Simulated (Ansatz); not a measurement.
# SiH2S (singlet): from Hartree-Fock to the top rungs, cc-pVDZ

How much of the correlation energy of SiH2S (singlet) does each wave-function method recover here?

Program: Ansatz 0.2.0, Gaussian basis. Level of theory: cc-pVDZ, core rule «outside noble gas», up to 10 orbitals frozen. These are calculated values, not measurements.

To be run: UHF; CCSD(T) on RHF; BCCD(T) on RHF; CISD; CCSDT(Q) on RHF; CCSDTQ on RHF; CASSCF and MRCISD+Q, 12 electrons in 10 orbitals; CASSCF and NEVPT4(SD), 12 electrons in 10 orbitals; CASSCF and NEVPT2, 12 electrons in 10 orbitals.

5 further runs of the same task are left out: 4 for a known fault of the program, 1 set aside as unsound or not needed.

## Step 1: The geometry

The geometry is a PBE0/def2-TZVP stationary point (not a proven minimum).

4 atoms, charge 0, spin multiplicity 1.

Atoms are counted from 1 here; the program's logs count them from 0.

Bond lengths: Si1–S2 1.938 Å, Si1–H3 1.485 Å, Si1–H4 1.485 Å. Angles: S2–Si1–H3 125.0°, S2–Si1–H4 125.0°, H3–Si1–H4 109.9°.

In the tables R marks a restricted determinant and U an unrestricted one; 'valence' is the active space of 12 electrons in 10 orbitals; energies count from the table's Hartree-Fock row.

## Step 2: UHF

File in.yaml:

```yaml
crystal:
  periodic: [false, false, false]
  atoms:
    - {symbol: Si, position_ang: [0.000000, 0.000000, 0.971947]}
    - {symbol: S, position_ang: [0.000000, 0.000000, -0.966027]}
    - {symbol: H, position_ang: [0.000000, 1.216091, 1.824529]}
    - {symbol: H, position_ang: [0.000000, -1.216091, 1.824529]}
basis:
  gaussian: {orbitals: cc-pVDZ}
magnetization: {spin_polarized: true, initial_magnetization: 0}
hamiltonian: {xc: hf}
output: {orbitals: {seedname: orbitals}}
```

On the command line:

```console
> ansatz run in.yaml --threads 1 --pin off --events-out ev --progress --plain --max-ram 3968MiB --backend cpu
```

The program printed:

```text
Functional definition: HF
  name "HF"
  cite "Fock, Z. Phys. 61, 126 (1930) doi:10.1007/BF01340294"
  parent pbe
  exchange = exact_x
  correlation = 0
461 factors; integrals over basis functions are off by at most 1.3e-3 eV
mean field evaluation 1: about -18709.9795 eV, gradient 1.3e1 eV
mean field evaluation 2: about -18709.9826 eV, gradient 1.3e1 eV
mean field evaluation 4: about -18711.2435 eV, gradient 1.1e0 eV
mean field evaluation 8: about -18711.2580 eV, gradient 2.2e-3 eV
mean field evaluation 16: about -18710.7341 eV, gradient 3.3e0 eV
mean field evaluation 32: about -18709.9796 eV, gradient 1.3e1 eV
mean field -18711.25801475 eV, -687.6260490960 hartree, gradient 2.8e-5 eV, S^2 0.000000; 0 other end points of the search recorded, 0 dependent functions left out
reference -18711.25801475 eV, -687.6260490960 hartree; 16, 16 occupied and 30, 30 virtual orbitals, 461 factors
Total energy: -18711.25801475 eV, -687.6260490960 hartree
```

It took 0.49 s on 1 thread of AMD EPYC 7R13, shared host.

From the report: ⟨S²⟩ of the determinant 0.000 (pure singlet: 0.00).

The unrestricted search falls back on the restricted solution.

## Step 3: CCSD(T) on RHF

in.yaml: that of step 2 with these lines changed.

```diff
@@ -9,4 +9,4 @@
   gaussian: {orbitals: cc-pVDZ}
-magnetization: {spin_polarized: true, initial_magnetization: 0}
-hamiltonian: {xc: hf}
-output: {orbitals: {seedname: orbitals}}
+magnetization: {spin_polarized: false}
+correlation: {method: ccsd_t, electrons: outside_noble_gas}
+output: {forces: true}
```

Same command.

The program printed, shortened:

```text
Functional definition: HF
  name "HF"
  cite "Fock, Z. Phys. 61, 126 (1930) doi:10.1007/BF01340294"
  parent pbe
[...]
461 factors; integrals over basis functions are off by at most 1.3e-3 eV
[...]
mean field -18711.25801475 eV, -687.6260490960 hartree, gradient 5.5e-6 eV, S^2 0.000000; 0 other end points of the search recorded, 0 dependent functions left out
10 core orbitals not correlated: weight in the atoms' cores, before any rotation towards them, 1.000 or more for the frozen orbitals, at most 0.000 for the correlated occupied ones
reference -18711.25801475 eV, -687.6260490960 hartree; 6, 6 occupied and 30, 30 virtual orbitals, 461 factors
second order -6.05107217 eV of doubles, -0.00000000 eV of singles
cycle   1  -6.56185117 eV  change   -5.1e-1 eV  update   8.0e-2
[...]
cycle  10  -6.84937491 eV  change   -6.8e-7 eV  update   3.5e-6
perturbative correction -0.24458625 eV, -0.0089883790 hartree
[...]
Total energy: -18718.35197592 eV, -687.8867473602 hartree
Atom 0 at     0.000000     0.000000     0.971947 Å, force     0.000000     0.000000     1.106703 eV/Å
Atom 1 at     0.000000     0.000000    -0.966027 Å, force     0.000000    -0.000000    -1.291110 eV/Å
Atom 2 at     0.000000     1.216091     1.824529 Å, force     0.000000     0.092372     0.092203 eV/Å
Atom 3 at     0.000000    -1.216091     1.824529 Å, force    -0.000000    -0.092372     0.092203 eV/Å
Dipole moment:    -0.000000     0.000000     0.479358 e Å
```

Wall time 1.2 s (1 thread of AMD EPYC 7R13, shared host).

From the report: correlation -7.0940 eV; T1 0.021; largest double amplitude 0.10.

## Step 4: BCCD(T) on RHF

in.yaml: that of step 3 with these lines changed.

```diff
@@ -10,3 +10,2 @@
 magnetization: {spin_polarized: false}
-correlation: {method: ccsd_t, electrons: outside_noble_gas}
-output: {forces: true}
+correlation: {method: bccd_t, electrons: outside_noble_gas}
```

The command is unchanged.

The program printed, shortened:

```text
Functional definition: HF
  name "HF"
  cite "Fock, Z. Phys. 61, 126 (1930) doi:10.1007/BF01340294"
  parent pbe
[...]
461 factors; integrals over basis functions are off by at most 1.3e-3 eV
[...]
mean field -18711.25801475 eV, -687.6260490960 hartree, gradient 5.5e-6 eV, S^2 0.000000; 0 other end points of the search recorded, 0 dependent functions left out
10 core orbitals not correlated: weight in the atoms' cores, before any rotation towards them, 1.000 or more for the frozen orbitals, at most 0.000 for the correlated occupied ones
reference -18711.25801475 eV, -687.6260490960 hartree; 6, 6 occupied and 30, 30 virtual orbitals, 461 factors
second order -6.05107217 eV of doubles, -0.00000000 eV of singles
cycle   1  -6.57426568 eV  change   -5.2e-1 eV  update   8.0e-2
[...]
cycle  10  -6.83440944 eV  change    2.6e-6 eV  update   4.5e-6
perturbative correction -0.25779023 eV, -0.0094736164 hartree
Total energy: -18718.35021443 eV, -687.8866826268 hartree
```

Run time: 0.52 s. Hardware: 1 thread of AMD EPYC 7R13, shared host.

From the report: correlation -7.0922 eV; largest double amplitude 0.10.

## Step 5: CISD

in.yaml: that of step 4 with these lines changed.

```diff
@@ -9,3 +9,2 @@
   gaussian: {orbitals: cc-pVDZ}
-magnetization: {spin_polarized: false}
-correlation: {method: bccd_t, electrons: outside_noble_gas}
+correlation: {active_space: {ras: {orbitals: [6, 0, 30], electrons: 12, max_holes: 2, max_particles: 2}, fixed_orbitals: true}}
```

Launched as before.

The program printed:

```text
Functional definition: HF
  name "HF"
  cite "Fock, Z. Phys. 61, 126 (1930) doi:10.1007/BF01340294"
  parent pbe
  exchange = exact_x
  correlation = 0
461 factors; integrals over basis functions are off by at most 1.3e-3 eV
mean field evaluation 1: about -18709.9795 eV, gradient 1.8e1 eV
mean field evaluation 2: about -18709.9826 eV, gradient 1.8e1 eV
mean field evaluation 4: about -18711.2435 eV, gradient 1.5e0 eV
mean field evaluation 8: about -18711.2580 eV, gradient 1.2e-3 eV
mean field -18711.25801475 eV, -687.6260490960 hartree, gradient 5.5e-6 eV, S^2 0.000000; 0 other end points of the search recorded, 0 dependent functions left out
reference -18711.25801475 eV, -687.6260490960 hartree; 16, 16 occupied and 30, 30 virtual orbitals, 461 factors
state -18717.50574827 eV, -687.8556490679 hartree
Total energy: -18717.50574827 eV, -687.8556490679 hartree
```

It took 0.84 s on 1 thread of AMD EPYC 7R13, shared host.

From the report: 12,279 determinants.

## Step 6: CCSDT(Q) on RHF

in.yaml: that of step 5 with these lines changed.

```diff
@@ -9,2 +9,3 @@
   gaussian: {orbitals: cc-pVDZ}
-correlation: {active_space: {ras: {orbitals: [6, 0, 30], electrons: 12, max_holes: 2, max_particles: 2}, fixed_orbitals: true}}
+magnetization: {spin_polarized: false}
+correlation: {method: ccsdt_q, electrons: outside_noble_gas}
```

The command is unchanged.

The program printed, shortened:

```text
Functional definition: HF
  name "HF"
  cite "Fock, Z. Phys. 61, 126 (1930) doi:10.1007/BF01340294"
  parent pbe
[...]
878 factors; integrals over basis functions are off by at most 2.1e-7 eV
[...]
mean field -18711.25808136 eV, -687.6260515438 hartree, gradient 5.6e-6 eV, S^2 0.000000; 0 other end points of the search recorded, 0 dependent functions left out
10 core orbitals not correlated: weight in the atoms' cores, before any rotation towards them, 1.000 or more for the frozen orbitals, at most 0.000 for the correlated occupied ones
reference -18711.25808136 eV, -687.6260515438 hartree; 6, 6 occupied and 30, 30 virtual orbitals, 878 factors
second order -6.05110392 eV of doubles, -0.00000000 eV of singles
cycle   1  -6.56185117 eV  change   -5.1e-1 eV  update   9.4e-2
[...]
cycle  14  -7.12049778 eV  change   -1.7e-7 eV  update   9.4e-7
perturbative correction -0.01995536 eV, -0.0007333461 hartree
Total energy: -18718.39853450 eV, -687.8884583568 hartree
```

Run time: 3.6 s. Hardware: 1 thread of AMD EPYC 7R13, shared host.

From the report: correlation -7.1405 eV; T1 0.022; largest double amplitude 0.12.

## Step 7: CCSDTQ on RHF

in.yaml: that of step 6 with these lines changed.

```diff
@@ -10,2 +10,2 @@
 magnetization: {spin_polarized: false}
-correlation: {method: ccsdt_q, electrons: outside_noble_gas}
+correlation: {method: ccsdtq, electrons: outside_noble_gas}
```

On the command line:

```console
> ansatz run in.yaml --threads 2 --pin off --events-out ev --progress --plain --max-ram 23808MiB --backend cuda --devices 0, --max-vram 18GiB
```

The program printed, shortened:

```text
Functional definition: HF
  name "HF"
  cite "Fock, Z. Phys. 61, 126 (1930) doi:10.1007/BF01340294"
  parent pbe
[...]
878 factors; integrals over basis functions are off by at most 2.1e-7 eV
[...]
mean field -18711.25808136 eV, -687.6260515438 hartree, gradient 5.6e-6 eV, S^2 0.000000; 0 other end points of the search recorded, 0 dependent functions left out
10 core orbitals not correlated: weight in the atoms' cores, before any rotation towards them, 1.000 or more for the frozen orbitals, at most 0.000 for the correlated occupied ones
reference -18711.25808136 eV, -687.6260515438 hartree; 6, 6 occupied and 30, 30 virtual orbitals, 878 factors
second order -6.05110392 eV of doubles, -0.00000000 eV of singles
cycle   1  -6.56185342 eV  change   -5.1e-1 eV  update   9.4e-2
[...]
cycle  15  -7.13861792 eV  change    9.0e-8 eV  update   9.3e-7
Total energy: -18718.39669928 eV, -687.8883909136 hartree
```

It took 12 s on 1 × H100 (card shared with other runs) with 2 threads of AMD EPYC 7R13, shared host; peak host memory 0.82 GiB.

From the report: correlation -7.1386 eV; T1 0.021; largest double amplitude 0.13.

## Step 8: CASSCF and MRCISD+Q, 12 electrons in 10 orbitals

in.yaml: that of step 7 with these lines changed.

```diff
@@ -9,3 +9,2 @@
   gaussian: {orbitals: cc-pVDZ}
-magnetization: {spin_polarized: false}
-correlation: {method: ccsdtq, electrons: outside_noble_gas}
+correlation: {method: fic_mrcisd_q, electrons: outside_noble_gas, active_space: {window: {electrons: 12, orbitals: 10}, shells: [{species: H, l: s, shell: 1}, {species: S, l: s, shell: 3}, {species: S, l: p, shell: 3}, {species: Si, l: s, shell: 3}, {species: Si, l: p, shell: 3}]}}
```

The command is unchanged.

The program printed, shortened:

```text
Functional definition: HF
  name "HF"
  cite "Fock, Z. Phys. 61, 126 (1930) doi:10.1007/BF01340294"
  parent pbe
[...]
878 factors; integrals over basis functions are off by at most 2.1e-7 eV
[...]
mean field -18711.25808136 eV, -687.6260515438 hartree, gradient 5.6e-6 eV, S^2 0.000000; 0 other end points of the search recorded, 0 dependent functions left out
reference -18711.25808136 eV, -687.6260515438 hartree; 16, 16 occupied and 30, 30 virtual orbitals, 878 factors
state -18713.35651545 eV, -687.7031675740 hartree
contracted CI cycle   1: correlation 0.00000000 eV, 0.0000000000 hartree, residual 1.70e1 eV
contracted CI cycle   2: correlation -4.43348998 eV, -0.1629277517 hartree, residual 3.57e0 eV
contracted CI cycle   3: correlation -4.63137847 eV, -0.1702000197 hartree, residual 7.25e-1 eV
contracted CI cycle   4: correlation -4.64017934 eV, -0.1705234455 hartree, residual 1.71e-1 eV
contracted CI cycle   5: correlation -4.64064343 eV, -0.1705405005 hartree, residual 3.78e-2 eV
contracted CI cycle   6: correlation -4.64066554 eV, -0.1705413129 hartree, residual 8.50e-3 eV
contracted CI cycle   7: correlation -4.64066664 eV, -0.1705413536 hartree, residual 1.99e-3 eV
contracted CI cycle   8: correlation -4.64066670 eV, -0.1705413558 hartree, residual 4.79e-4 eV
state -18713.35651545 eV, -687.7031675740 hartree; corrected -18718.37499598 eV, -687.8875933318 hartree
Total energy: -18718.37499598 eV, -687.8875933318 hartree
Checks for a lower state left out: starts, orbital_swaps
```

Wall time 8 s (1 × H100 (card shared with other runs) with 2 threads of AMD EPYC 7R13, shared host); peak host memory 0.87 GiB.

From the report: 11,148 determinants; active occupations 2.00, 1.99, 1.99, 1.98, 1.97, 1.95, 0.05, 0.03, 0.03, 0.02.

## Step 9: CASSCF and NEVPT4(SD), 12 electrons in 10 orbitals

File in.yaml:

```yaml
crystal:
  periodic: [false, false, false]
  atoms:
    - {symbol: Si, position_ang: [0.000000, 0.000000, 0.971947]}
    - {symbol: S, position_ang: [0.000000, 0.000000, -0.966027]}
    - {symbol: H, position_ang: [0.000000, 1.216091, 1.824529]}
    - {symbol: H, position_ang: [0.000000, -1.216091, 1.824529]}
basis:
  gaussian: {orbitals: cc-pVDZ}
correlation: {method: fic_nevpt4_sd, electrons: outside_noble_gas, active_space: {window: {electrons: 12, orbitals: 10}, shells: [{species: H, l: s, shell: 1}, {species: S, l: s, shell: 3}, {species: S, l: p, shell: 3}, {species: Si, l: s, shell: 3}, {species: Si, l: p, shell: 3}]}}
```

Launched as before.

The program printed:

```text
Functional definition: HF
  name "HF"
  cite "Fock, Z. Phys. 61, 126 (1930) doi:10.1007/BF01340294"
  parent pbe
  exchange = exact_x
  correlation = 0
878 factors; integrals over basis functions are off by at most 2.1e-7 eV
mean field evaluation 1: about -18709.9795 eV, gradient 1.8e1 eV
mean field evaluation 2: about -18709.9826 eV, gradient 1.8e1 eV
mean field evaluation 4: about -18711.2433 eV, gradient 1.5e0 eV
mean field evaluation 8: about -18711.2581 eV, gradient 1.2e-3 eV
mean field -18711.25808136 eV, -687.6260515438 hartree, gradient 5.6e-6 eV, S^2 0.000000; 0 other end points of the search recorded, 0 dependent functions left out
reference -18711.25808136 eV, -687.6260515438 hartree; 16, 16 occupied and 30, 30 virtual orbitals, 878 factors
state -18713.35651545 eV, -687.7031675740 hartree
state -18713.35651545 eV, -687.7031675740 hartree; corrected -18718.26798762 eV, -687.8836608473 hartree
Total energy: -18718.26798762 eV, -687.8836608473 hartree
Checks for a lower state left out: starts, orbital_swaps
```

It took 6.5 s on 1 × H100 (card shared with other runs) with 2 threads of AMD EPYC 7R13, shared host; peak host memory 0.87 GiB.

From the report: 11,148 determinants; active occupations 2.00, 1.99, 1.99, 1.98, 1.97, 1.95, 0.05, 0.03, 0.03, 0.02.

## Step 10: CASSCF and NEVPT2, 12 electrons in 10 orbitals

File in.yaml:

```yaml
crystal:
  periodic: [false, false, false]
  atoms:
    - {symbol: Si, position_ang: [0.000000, 0.000000, 0.971947]}
    - {symbol: S, position_ang: [0.000000, 0.000000, -0.966027]}
    - {symbol: H, position_ang: [0.000000, 1.216091, 1.824529]}
    - {symbol: H, position_ang: [0.000000, -1.216091, 1.824529]}
basis:
  gaussian: {orbitals: cc-pVDZ}
correlation: {method: sc_nevpt2, electrons: outside_noble_gas, active_space: {window: {electrons: 12, orbitals: 10}, shells: [{species: H, l: s, shell: 1}, {species: S, l: s, shell: 3}, {species: S, l: p, shell: 3}, {species: Si, l: s, shell: 3}, {species: Si, l: p, shell: 3}]}}
```

On the command line:

```console
> ansatz run in.yaml --threads 1 --pin off --events-out ev --progress --plain --max-ram 3968MiB --backend cpu
```

The program printed:

```text
Functional definition: HF
  name "HF"
  cite "Fock, Z. Phys. 61, 126 (1930) doi:10.1007/BF01340294"
  parent pbe
  exchange = exact_x
  correlation = 0
878 factors; integrals over basis functions are off by at most 2.1e-7 eV
mean field evaluation 1: about -18709.9795 eV, gradient 1.8e1 eV
mean field evaluation 2: about -18709.9826 eV, gradient 1.8e1 eV
mean field evaluation 4: about -18711.2433 eV, gradient 1.5e0 eV
mean field evaluation 8: about -18711.2581 eV, gradient 1.2e-3 eV
mean field -18711.25808136 eV, -687.6260515438 hartree, gradient 5.6e-6 eV, S^2 0.000000; 0 other end points of the search recorded, 0 dependent functions left out
reference -18711.25808136 eV, -687.6260515438 hartree; 16, 16 occupied and 30, 30 virtual orbitals, 878 factors
state -18713.35651545 eV, -687.7031675740 hartree
state -18713.35651545 eV, -687.7031675740 hartree; corrected -18717.26888756 eV, -687.8469445974 hartree
Total energy: -18717.26888756 eV, -687.8469445974 hartree
Checks for a lower state left out: starts, orbital_swaps
```

It took 4.5 s on 1 thread of AMD EPYC 7R13, shared host.

From the report: 11,148 determinants; active occupations 2.00, 1.99, 1.99, 1.98, 1.97, 1.95, 0.05, 0.03, 0.03, 0.02.

## Step 11: Natural occupations

Natural occupations of the CASSCF valence state about the gap (report; correlated orbitals 2 to 10): 1.990, 1.985, 1.978, 1.968, 1.952, 0.054, 0.033, 0.028, 0.016. The count of effectively unpaired electrons, Σ n²(2 − n)², is 0.04; a single determinant of this spin has 0.

## Step 12: The ladder

The yardstick is RCCSDTQ, where the cluster series has nearly closed. Rows without a time come out of other runs: HF, MP2 and CCSD of CCSD(T), CCSDT of CCSDT(Q), CASSCF and MRCISD of the multireference runs. The times of RCCSD(T) include forces.

Differences are taken before rounding.

```
            method  energy from the lowest RHF (kJ/mol)  from RCCSDTQ (kJ/mol)         time
               RHF                                  0.0                 +688.8             
              RMP2                               -583.8                 +104.9             
              CISD                               -602.8                  +86.0       0.84 s
             RCCSD                               -660.9                  +27.9             
          RCCSD(T)                               -684.5                   +4.3        1.2 s
           BCCD(T)                               -684.3                   +4.5       0.52 s
            RCCSDT                               -687.0                   +1.7             
         RCCSDT(Q)                               -689.0                   -0.2        3.6 s
           RCCSDTQ                               -688.8                      0   12 s (GPU)
    CASSCF valence                               -202.5                 +486.3             
    NEVPT2 valence                               -580.0                 +108.8        4.5 s
NEVPT4(SD) valence                               -676.4                  +12.4  6.5 s (GPU)
    MRCISD valence                               -650.2                  +38.5             
  MRCISD+Q valence                               -686.7                   +2.1    8 s (GPU)
```

Some runs used a GPU and others CPU threads alone; cost is compared among the CPU runs only.

Among the levels timed on like hardware, those that no quicker one beats, quickest first: BCCD(T) (0.52 s, +4.5 kJ/mol); RCCSD(T) (1.2 s, +4.3 kJ/mol); RCCSDT(Q) (3.6 s, -0.2 kJ/mol).

With the free atoms at the same levels and basis (separate runs), the atomisation energy is 10.160 eV at RCCSDTQ, 10.138 eV at RCCSD(T), 7.636 eV at RHF.

## Step 13: What came out

| quantity | value |
| --- | --- |
| RCCSDTQ below the RHF energy | -7.1387 eV |
| RMP2 from RCCSDTQ | +104.9 kJ/mol |
| RCCSD from RCCSDTQ | +27.9 kJ/mol |
| RCCSD(T) from RCCSDTQ | +4.3 kJ/mol |
| RCCSDT(Q) from RCCSDTQ | -0.2 kJ/mol |
| NEVPT2 valence from RCCSDTQ | +108.8 kJ/mol |
| NEVPT4(SD) valence from RCCSDTQ | +12.4 kJ/mol |
| MRCISD+Q valence from RCCSDTQ | +2.1 kJ/mol |
| levels within 1 kcal/mol (43 meV) | RCCSDT, RCCSDT(Q), MRCISD+Q valence |
| T1 diagnostic | 0.021 |
| effectively unpaired electrons | 0.04 |

**Reading.** RCCSD(T) lands +4.3 kJ/mol from the yardstick (0.6 % of the correlation energy). One determinant dominates. Of the multireference levels listed MRCISD+Q valence comes nearest in total energy (+2.1 kJ/mol), which doesn't show that its space is the better one. These misses are within one basis, not against nature.

RCCSDT(Q) reaches 0.2 kJ/mol from the reference in 3.6 s; the quickest level in the cost chart, BCCD(T), takes 0.52 s and misses by 4.5 kJ/mol.
